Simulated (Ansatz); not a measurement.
One structure, 3 elements: LiCa2, NaCa2, KCa2

Plane-wave DFT in Ansatz with scalar-relativistic PAW potentials, cutoff 420 eV, Γ-centred meshes chosen by cell and gap, Gaussian smearing with energies taken to zero width. Every cell was relaxed (cell and atoms) in a run of its own, within the symmetry of its start. Functional: PBE.

All members share space group P6/mmm and the same sites; only the element on one set of sites changes (Li, Na, K). Members needn't be the stable form of their composition. Energies over the elements, where given, are against the elements' standard states in the same functional (H₂, N₂, O₂ and halogens uncorrected, Hg as a solid). The first member:

Space group P6/mmm (No. 191). a = 6.019 Å, b = 6.019 Å, c = 3.532 Å, α = 90.00°, β = 90.00°, γ = 120.00°
```
atom site symmetry x y z
  Li    1a     6/mmm  0.0000  0.0000  0.0000
  Ca    2d      -6m2  0.3333  0.6667  0.5000
```

| compound | V (Å³/atom) | a (Å) | c (Å) | energy over elements (eV/atom) |
| --- | --- | --- | --- | --- |
| LiCa2 | 36.94 | 6.019 | 3.532 | 0.203 |
| KCa2 | 50.48 | 6.712 | 3.882 | 0.219 |

Q: Predict the member with Na.

A: V (Å³/atom) 41.91, a (Å) 6.297, c (Å) 3.662, energy over elements (eV/atom) 0.168. Interpolating linearly in period between Li and K would give 43.71 Å³/atom (4.3 % too large), with 0.211 eV/atom over the elements. Over the whole series the volume grows at each step down the group; all are metallic on the mesh; none is bound against its elements in this structure, and Na comes closest.